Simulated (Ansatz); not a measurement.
We consider bcc Fe, described by PBE (Ansatz, a quantum-chemistry and plane-wave program, plane waves, PAW).

Settings: plane-wave cutoff 520 eV, 26×26×26 k mesh, Fermi–Dirac smearing 0.05 eV, spin-polarised with parallel moments, scalar-relativistic PAW data made under PBE.

A third-order Birch–Murnaghan fit to the energies gives V0 = 11.344 Å³/atom, B0 = 197 GPa, B′ = 5.4.

```
V (Å³/atom)  P (GPa)
-----------  -------
10.662           ___
10.889           ___
11.116           ___
11.343          0.00
11.570         -3.72
11.797         -6.93
12.023           ___
```

**Question.** Estimate the withheld pressures from this fit; the answers are the runs' own values.

**Answer.** 
- 10.662, P (GPa): 14.23
- 10.889, P (GPa): 9.02
- 11.116, P (GPa): 4.26
- 12.023, P (GPa): -9.65

The formula P = (3/2) B0 (x^(7/3) − x^(5/3)) [1 + (3/4)(B′ − 4)(x^(2/3) − 1)] with x = V0/V meets the computed pressures within 0.22 GPa when these rounded values are put in.

Measured, for comparison: bulk modulus 174 GPa (corrected for temperature and zero-point phonon effects, our sources range from 170 to 175; as tabulated in Levämäki et al. (2014), arXiv:1402.3671); equilibrium volume per atom 11.61 Å³/atom (static lattice: zero-point anharmonic expansion removed; as tabulated in Mejia-Rodriguez and Trickey (2018), arXiv:1807.09216). Computed (rounded) less measured: bulk modulus +13 % (+13 % to +16 % over the range), equilibrium volume per atom -2.3 %.

The computed numbers hold no vibrational or temperature effects.
